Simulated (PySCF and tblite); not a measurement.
Values are calculated unless marked as measured or tabulated.
C₅H₈, numbered as in [CH2:1]=[CH:2][C:3](=[CH2:4])[CH3:5].

Conformers came from 60 starts (ETKDG and KDG, MMFF94s, GFN2-xTB); geometries are PBE0-D3(BJ)/def2-SVP. Free energies are PBE0-D3(BJ)/pcSseg-1 single points with GFN2-xTB rigid-rotor and vibrational terms (modes under about 100 cm⁻¹ blended into free rotors). Symmetry numbers and mirror images are counted. Conformers within 3 kcal/mol (GFN2-xTB free energy) were kept, 4 at most. Of two unlike H on one atom, a is the less shielded (PBE0/pcSseg-1). Codes: tblite and PySCF.

An NOE distance is ⟨r⁻⁶⟩^(−1/6) over all pairs of like atoms and, for the average, over conformers.

Torsions listed: C1–C2–C3–C5. Of a mirror pair one member is shown.

| conformer | shape | weight % |
| --- | --- | --- |
| 1 | 0° | 98.0 |
| 2 | 145° | 2.0 |

**Question.** Which H–H contacts under 3.5 Å would NOEs report (pairs on one atom left out) at 298.15 K?

**Answer.** 
```tsv
pair	in 1 (Å)	in 2 (Å)	average (Å)
H2 ··· H4b	2.36	3.69	2.36
H1b ··· H2	2.43	2.43	2.43
H1a ··· H5	2.62	4.56	2.62
H4a ··· H5	2.78	2.79	2.78
H1a ··· H2	3.09	3.08	3.09
```

Longer pairs under the limit may be missing.
